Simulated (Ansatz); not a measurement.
`N=[CH][AlH2]`. Charge 0, multiplicity 1.

| atom | x (Å) | y (Å) | z (Å) |
| --- | --- | --- | --- |
| N1 | 0.928 | -0.222 | 1.229 |
| C2 | -0.208 | -0.194 | 0.645 |
| Al3 | -0.160 | 0.322 | -1.266 |
| H4 | 0.849 | -0.499 | 2.213 |
| H5 | -1.128 | -0.449 | 1.197 |
| H6 | 1.231 | 0.698 | -1.916 |
| H7 | -1.512 | 0.344 | -2.102 |

Problem. Give the diagnostics of a CCSD(T)/def2-TZVPP run (frozen core, the Gaussian-basis code of Ansatz). (Best estimate.)

Solution. Ansatz gave: T1 = 0.0119, largest single amplitude 0.018, largest double 0.057, (T) share of the correlation energy 4.0 %, 9 CCSD cycles. The RHF solution is unstable towards an unrestricted one. T1 lies under the customary mark of 0.02 for closed shells.
